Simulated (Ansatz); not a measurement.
# Disiloxane (Si2H6O): vertical ionisation energy

Aim: the vertical ionisation energy of disiloxane (Si2H6O), as cation minus neutral at the neutral's geometry, on several levels, and how well −ε(HOMO) stands in for it.

Computed with Ansatz 0.2.0, Gaussian basis. Level: unrestricted cation, the program's frozen cores in correlated methods.

The runs, in order: UKS PBE-D4/def2-TZVPP; UKS r2SCAN-D4/def2-TZVPP; UKS PBE0-D4/def2-TZVPP; UKS B3LYP-D4/def2-TZVPP; UKS wB97X-V/def2-TZVPP; UKS wB97M-V/def2-TZVPP; UKS B2PLYP/def2-TZVPP; UHF-CCSD(T)/def2-TZVPP; UHF-MP2/def2-QZVPP; extrapolation to the limit; then −ε(HOMO) from the neutral's earlier runs with LDA (SPW92), PBE-D4, revPBE-D4, BLYP-D4, r2SCAN-D4, B97M-V, PBE0-D4, B3LYP-D4, r2SCANh-D4, r2SCAN0-D4, HSE06-D4, BHLYP-D4, CAM-B3LYP-D4, LC-ωPBE, ωB97X-V, ωB97M-V.

## (1) The relaxed structure

All runs share one geometry, relaxed beforehand with PBE0-D4 in a triple-zeta def2 set.

SMILES `[SiH3]O[SiH3]`, 9 atoms, charge 0, spin multiplicity 1.

Atoms are counted from 1 here; the program's logs count them from 0.

Bond lengths: Si1–O2 1.634 Å, Si1–H4 1.487 Å, Si1–H5 1.483 Å, Si1–H6 1.487 Å, O2–Si3 1.634 Å, Si3–H7 1.483 Å, Si3–H8 1.487 Å, Si3–H9 1.487 Å. Angles: O2–Si1–H4 110.2°, O2–Si1–H5 108.3°, O2–Si1–H6 110.2°, H4–Si1–H5 109.6°, H4–Si1–H6 109.0°, H5–Si1–H6 109.6°, Si1–O2–Si3 147.6°, O2–Si3–H7 108.2°, O2–Si3–H8 110.2°, O2–Si3–H9 110.2°, H7–Si3–H8 109.6°, H7–Si3–H9 109.6°, H8–Si3–H9 109.0°.

## (2) Cation, UKS PBE-D4/def2-TZVPP

The input, in.yaml:

```yaml
crystal:
  periodic: [false, false, false]
  atoms:
    - {symbol: Si, position_ang: [-0.702291, 1.048814, -0.921045]}
    - {symbol: O, position_ang: [0.432517, 0.094921, -0.234816]}
    - {symbol: Si, position_ang: [0.786741, -1.043850, 0.881570]}
    - {symbol: H, position_ang: [-1.774675, 0.216107, -1.526409]}
    - {symbol: H, position_ang: [-0.049612, 1.862648, -1.974489]}
    - {symbol: H, position_ang: [-1.305207, 1.944980, 0.100382]}
    - {symbol: H, position_ang: [2.234600, -1.349354, 0.789769]}
    - {symbol: H, position_ang: [-0.001164, -2.277734, 0.623467]}
    - {symbol: H, position_ang: [0.467691, -0.542930, 2.244370]}
basis:
  gaussian: {orbitals: def2-TZVPP}
total_charge: 1
magnetization: {spin_polarized: true, initial_magnetization: 1}
hamiltonian: {xc: pbe, dispersion: d4}
```

The run is started by

```console
ansatz run in.yaml --threads 4 --pin off --events-out ev --progress --plain --max-ram 10444MiB
```

Further steps of the session: Cation, UKS r2SCAN-D4/def2-TZVPP; Cation, UKS PBE0-D4/def2-TZVPP; Cation, UKS B3LYP-D4/def2-TZVPP; Cation, UKS wB97X-V/def2-TZVPP; Cation, UKS wB97M-V/def2-TZVPP; Cation, UKS B2PLYP (frozen core)/def2-TZVPP; Cation, UHF-CCSD(T)/def2-TZVPP; Cation, UHF-MP2/def2-QZVPP.

Before running them: what should the planned runs give, taken together? Wanted: ionisation energy, CCSD(T)/def2-TZVPP; nearest functional by difference; nearest −ε(HOMO); −ε(HOMO) of PBE; T1 of the cation.

**Answer**, as computed:

| quantity | value |
| --- | --- |
| ionisation energy, CCSD(T)/def2-TZVPP | 11.37 eV |
| nearest functional by difference | ωB97X-V (-0.18 eV) |
| nearest −ε(HOMO) | LC-ωPBE (+0.13 eV) |
| −ε(HOMO) of PBE | 7.32 eV |
| T1 of the cation | 0.062 |

What this shows: Energy differences with functionals land within 1.04 eV of the reference. The PBE orbital energy is 4.0 eV too small: a semilocal HOMO is no ionisation energy. Among orbital estimates LC-ωPBE comes nearest. Hartree-Fock falls 0.73 eV short, as the neutral has more correlation energy than the cation. The cation's T1 (from the report) is 0.062, above the customary mark of 0.045 for open shells, so the coupled-cluster value is less safe. The cation may have settled in a state other than its lowest; no search over hole states beyond the program's own was made.
